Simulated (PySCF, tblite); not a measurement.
**CH₄O₂, a complex of two parts: NMR shifts, interaction energy, infrared bands, spin-spin couplings and core binding energies**

The task here is to estimate one member of a computed series from the others.

Programs: tblite 0.8.0 and PySCF 2.14.0. All values are calculated, for the isolated system unless a continuum is named. Atoms count from 0, parts from 1.

## The system as given

7 atoms, charge 0, multiplicity 1; geometry: rigid parts in contact. Parts: 1 = atoms 0–3, `C=O`, charge 0; 2 = atoms 4–6, `O`, charge 0.

Set-up of the first run:

What the job is given:

```
{"job": {"kind": "dock", "xc": "GFN2-xTB", "basis": "xTB"}, "charge": 0, "multiplicity": 1, "parts": [{"atoms": "0-3", "charge": 0, "multiplicity": 1}, {"atoms": "4-6", "charge": 0, "multiplicity": 1}]}
C      0.000737     0.000038    -0.000109
O      1.180505    -0.170743     0.010752
H     -0.722777    -0.832466    -0.004648
H     -0.458465     1.003172    -0.005995
O      1.340632    -2.651976     0.995930
H      2.166052    -3.015472     0.669273
H      1.459502    -1.703509     1.074518
```

Method: GFN2-xTB search for minima from random contacts, gas phase.

On the command line:

```bash
$ OMP_NUM_THREADS=1 python cluster_run.py task.json out
```

This one command runs all jobs of the session in turn.

Steps of the session up to this table: Docking the parts with GFN2-xTB; Relaxing the molecule at PBE0-D3(BJ)/def2-TZVPD; Nuclear shieldings: PBE0/pcSseg-2; Coupled-cluster interaction energy: CCSD(T) and MP2.

One of the session's tables, all rows but one given; the rest of the session is left out.

It belongs to the step «Coupled-cluster interaction energy: CCSD(T) and MP2». 

| method | interaction energy (kcal/mol) |
| --- | --- |
| HF/aug-cc-pVDZ | -3.70 |
| MP2/aug-cc-pVDZ | -4.58 |
| CCSD/aug-cc-pVDZ | -4.33 |
| CCSD(T)/aug-cc-pVDZ | -4.54 |
| HF/aug-cc-pVQZ | -3.70 |
| MP2/aug-cc-pVQZ | ? |
| SCS-MP2/aug-cc-pVQZ | -4.62 |
| MP2, extrapolated | -5.36 |
| CCSD(T), limit estimate | -5.32 |

Estimate the missing values for MP2/aug-cc-pVQZ.

The run gave: interaction energy (kcal/mol): -5.23. In the column «interaction energy (kcal/mol)» it lies between CCSD(T), limit estimate (-5.32) and SCS-MP2/aug-cc-pVQZ (-4.62).
